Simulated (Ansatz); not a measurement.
```xyz
4

N     0.0000    0.5500    3.3000
N     0.0000   -0.5500    3.3000
N     0.5500    0.0000    0.0000
N    -0.5500    0.0000    0.0000
```

RHF on singlet N4 was run in several spherical basis sets with Ansatz (development build ahead of 0.2.0).

(1) Rank the basis sets by the total energy that they give, lowest first, with the distance from the lowest.
A. def2-SVP
B. cc-pVDZ
C. 6-31G

## Answers

(1) B (0.00 eV), C (4.70 eV), A (5.56 eV).

Totals follow the description of the cores as much as that of the bonds, so this order isn't one of quality for chemistry.
